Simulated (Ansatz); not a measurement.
Ansatz (a first-principles code) input (CCSD(T)/aug-cc-pVDZ):

Ansatz 0.2 input:
```yaml
crystal:
  periodic: [false, false, false]
  atoms:
    - {symbol: O, position_ang: [0.01382699, -0.00208751, 0.60715025]}
    - {symbol: C, position_ang: [-0.02150103, 0.16263942, -0.61155375]}
    - {symbol: H, position_ang: [0.01839031, -0.95913641, -1.18787951]}
basis:
  gaussian:
    orbitals: aug-cc-pVDZ
total_charge: -1
magnetization: {spin_polarized: false}
correlation: {method: ccsd_t, electrons: outside_noble_gas}
output: {forces: true}
```

End of the output:

```
cycle  10  -9.63259901 eV  change   -2.4e-4 eV  update   2.5e-4
cycle  11  -9.63241487 eV  change    1.8e-4 eV  update   1.1e-4
cycle  12  -9.63245180 eV  change   -3.7e-5 eV  update   6.6e-5
cycle  13  -9.63245023 eV  change    1.6e-6 eV  update   2.7e-5
cycle  14  -9.63245245 eV  change   -2.2e-6 eV  update   1.4e-5
cycle  15  -9.63246892 eV  change   -1.6e-5 eV  update   5.7e-6
cycle  16  -9.63246847 eV  change    4.5e-7 eV  update   2.9e-6
cycle  17  -9.63246838 eV  change    8.7e-8 eV  update   1.6e-6
perturbative correction -0.39874545 eV, -0.0146536249 hartree
the calculation of the forces begins
Total energy: -3091.35653369 eV, -113.6052572165 hartree
Atom 0 at     0.013827    -0.002088     0.607150 Å, force     0.039383    -0.132843     1.464564 eV/Å
Atom 1 at    -0.021501     0.162639    -0.611554 Å, force    -0.037560     0.126552    -1.397052 eV/Å
Atom 2 at     0.018390    -0.959136    -1.187880 Å, force    -0.001823     0.006291    -0.067512 eV/Å
Dipole moment:     0.014624    -0.104420     0.428869 e Å
```

It need not be the lowest isomer of its formula. Whether it binds its extra electron was not tested at this geometry.
